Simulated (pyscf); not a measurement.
H₂N–Na + H₃C–NH–CH₃ → H₃C–N(CH₃)–Na + ammonia (NH₃), a four-centre exchange (singlet surface; N–Na, H–N broken, N–Na, H–N formed). PySCF, gas phase, ωB97X-D3(BJ)/def2-SVP geometries. Energies in eV from the separated reactants.

Small-basis levels: PySCF, no dispersion term, spherical d functions. AM1 to PM7: differences of heats of formation from MOPAC, which are fitted to 298 K values and so differ in kind from electronic energies by zero-point and thermal terms. Cost: rough CPU time at the saddle relative to B3LYP/6-31G*, from one job on a shared machine.

```json
[
 {"level": "HF/STO-3G", "barrier": "…", "reaction energy": "-0.47", "cost": "0.02"},
 {"level": "HF/3-21G", "barrier": "-0.92", "reaction energy": "+0.13", "cost": "0.04"},
 {"level": "MP2/6-31G*", "barrier": "-0.75", "reaction energy": "-0.06", "cost": "0.08"},
 {"level": "SVWN5/6-31G*", "barrier": "-1.30", "reaction energy": "-0.04", "cost": "0.9"},
 {"level": "B3LYP/STO-3G", "barrier": "-2.50", "reaction energy": "-0.64", "cost": "0.4"},
 {"level": "B3LYP/3-21G", "barrier": "-1.29", "reaction energy": "+0.16", "cost": "0.7"},
 {"level": "PBE/def2-SVP", "barrier": "-0.98", "reaction energy": "-0.05", "cost": "2"},
 {"level": "PM3", "barrier": "…", "reaction energy": "-0.22", "cost": "under 0.02"},
 {"level": "PM6", "barrier": "-0.45", "reaction energy": "-0.44", "cost": "under 0.02"},
 {"level": "ωB97M-D3(BJ)/def2-TZVP", "barrier": "…", "reaction energy": "+0.07", "cost": "–"}
]
```

Question: Complete the blanks.

Answer: 
- HF/STO-3G, barrier: -1.55
- PM3, barrier: 0.41
- ωB97M-D3(BJ)/def2-TZVP, barrier: -0.55

Against the last row the barrier runs from -1.95 (B3LYP/STO-3G) to +0.96 eV (PM3). ωB97M-D3(BJ)/def2-TZVP has limits of its own. On the reactant side the descent ends in an adduct with a N–Na, H–Na contact, 0.89 eV under the separated species and 0.25 eV under the saddle at ωB97X-D3(BJ)/def2-TZVP. On the product side the descent ends in an adduct with a N–Na, H–Na contact, 0.86 eV under the separated species and 0.17 eV under the saddle at ωB97X-D3(BJ)/def2-TZVP. At ωB97M-D3(BJ) the saddle lies under the separated reactants, which points to a path from their complex (located at ωB97X-D3(BJ) alone). At ωB97M-D3(BJ) the saddle lies under the separated products, which points to a path from their complex (located at ωB97X-D3(BJ) alone), and parting the products costs more than the saddle. What is counted as formed (N–Na) is already present as a longer contact in the reactant adduct; forming that adduct is a step of its own. What is counted as broken (N–Na) persists as a longer contact in the product adduct; parting that adduct is a step of its own. At ωB97X-D3(BJ)/def2-TZVP the barrier from the zero used here is -0.64 eV. H₃C–NH–CH₃ lies 0.34 eV over its isomer H₃C–CH₂–NH₂ (electronic energy, ωB97M-D3(BJ)/def2-TZVP). One saddle was located; it need not be the lowest between these sides.
